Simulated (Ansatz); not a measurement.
The same path of C2H5ClNOP (11 atoms, charge 0, multiplicity 1) was run twice with different band settings. The coordinate that changes most is the dihedral H7–O1–P2–H8.

Method: RKS PBE-D4/def2-SVP in Ansatz.

Relaxed end points:

```xyz
11
Properties=species:S:1:pos:R:3
O 1.244 -2.859 -0.253
P 0.188 -2.037 0.733
N 0.255 -0.459 -0.046
C -0.602 0.459 0.195
C -0.510 1.788 -0.499
Cl -2.113 2.230 -1.206
H 1.978 -2.273 -0.535
H 1.076 -1.603 1.809
H -1.454 0.362 0.914
H -0.242 2.592 0.217
H 0.244 1.744 -1.307
```

```xyz
11
Properties=species:S:1:pos:R:3
O 1.915 -2.435 0.098
P 0.325 -2.015 0.430
N 0.263 -0.392 -0.167
C -0.567 0.511 0.193
C -0.582 1.852 -0.483
Cl -2.255 2.238 -1.059
H 1.910 -2.996 -0.700
H 0.569 -1.721 1.825
H -1.323 0.393 1.010
H -0.296 2.659 0.222
H 0.105 1.849 -1.350
```

Common settings: movable images 7; climbing image yes; spring 5.0 eV/Å²; optimiser quadratic models (default); start path IDPP; iteration limit 60; end points relaxed.

| run | force threshold |
| --- | --- |
| 1 | 0.05 eV/Å |
| 2 | 0.2 eV/Å |

(1) What does each run give, and how far can it be trusted?

Results:

(1) Run 1: converged after 11 iterations, highest image 0.114 eV above the first end. A vibrational analysis at the climbing image gives one clearly imaginary mode, 339i cm⁻¹: a first-order saddle point.
Run 2: converged after 6 iterations, highest image 0.116 eV above the first end. The threshold of 0.2 eV/Å is loose, so the images may lie well off the minimum-energy path. Another band between the same ends (7 images) ends at a top of the same energy, where a vibrational analysis finds 1 clearly imaginary mode.
